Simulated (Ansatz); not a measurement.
Molecule: C2H3O2, charge -1, multiplicity 1. It need not be the lowest isomer of its formula. Whether it binds its extra electron was not tested at this geometry. 
Structure (B3LYP-D3(BJ)/def2-TZVP (Ansatz, a first-principles code) minimum search):
```
C
O 1 1.2542
C 1 1.3747 2 131.52
H 3 1.0807 1 119.31 2 0.00
H 3 1.0808 4 119.61 1 -180.00
O 1 1.4360 2 114.31 3 -180.00
H 6 0.9659 1 100.35 2 0.00
```
Charge -1, spin multiplicity 1.

Basis-set convergence of Hartree-Fock and CCSD correlation energies (hartree) with Ansatz. Correlated levels leave the core frozen unless marked. Spin-orbit coupling is left out. No relativistic terms.

| basis | functions | E(HF) | E(corr, CCSD) |
|---|---|---|---|
| aug-cc-pVDZ | 119 | -227.23368 | -0.70778 |
| aug-cc-pVTZ | 253 | ___ | ___ |

**Question.** Fill in the missing entries.

**Answer.** 
- aug-cc-pVTZ, E(HF): -227.28755
- aug-cc-pVTZ, E(corr, CCSD): -0.84080
